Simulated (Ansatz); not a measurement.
Candidates: hcp Y, hcp Be, fcc Rh, bcc Mo, hcp Ti, bcc Na. Level: PBE (Ansatz, a first-principles code, plane waves, PAW).

Ansatz's runs of these crystals have no spin polarisation.

Free atoms are spin-polarised, in the lowest state found; at levels without +SOC their spin–orbit coupling is left out. Each level is taken at its own relaxed cell. Ansatz's density-functional and Hartree–Fock values are scalar-relativistic unless marked +SOC, with PAW data made under PBE.

Question: Which of them have a computed cohesive energy between 4.7 and 6 eV/atom?

Answer: fcc Rh, hcp Ti. The values: hcp Y 4.19 eV/atom; hcp Be 3.73 eV/atom; fcc Rh 5.73 eV/atom; bcc Mo 6.31 eV/atom; hcp Ti 5.28 eV/atom; bcc Na 1.08 eV/atom.
